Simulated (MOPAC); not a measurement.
MOPAC input (PM6):

```
PM6 1SCF CHARGE=1 GEO-OK AUX(PRECISION=9) THREADS=1
CHOS

O     0.36963845 1    0.69252623 1   -1.55316292 1
C     0.12783134 1    0.25596502 1   -0.54776687 1
S    -0.19364496 1   -0.48553451 1    0.89295304 1
H    -0.62577635 1    0.69255211 1    1.42465592 1
```

Question: What heat of formation does the run end on, and which ionisation energy by Koopmans theorem?

Answer: 171.22 kcal/mol; 16.17 eV.
